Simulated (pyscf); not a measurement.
H₂N–B(Cl)–Cl + hydrogen (H₂) → H₂N–BH–Cl + hydrogen chloride (HCl) (four-centre exchange; singlet surface; B–Cl, H–H broken, B–H, Cl–H formed). Single points on ωB97X-D3(BJ)/def2-SVP structures (PySCF, gas phase). Energies in kJ/mol from the separated reactants.

| level | barrier | reaction energy |
|---|---|---|
| ωB97X-D3(BJ)/def2-TZVP | 201.3 | +60.5 |
| B3LYP-D3(BJ)/def2-TZVP | 194.0 | +56.4 |
| PBE0-D3(BJ)/def2-TZVP | 178.2 | +58.2 |
| M06-2X/def2-TZVP | ? | ? |
| ωB97M-D3(BJ)/def2-TZVP | ? | +55.1 |
| HF/def2-TZVP | 261.6 | +38.5 |

**Question.** Fill in the missing entries.

**Answer.** 
- M06-2X/def2-TZVP, barrier: 202.3
- M06-2X/def2-TZVP, reaction energy: +61.2
- ωB97M-D3(BJ)/def2-TZVP, barrier: 197.1

The functionals in the table span 24.1 kJ/mol in this barrier, from PBE0-D3(BJ) to M06-2X. This is the saddle that the search found; another between the same sides may lie lower.
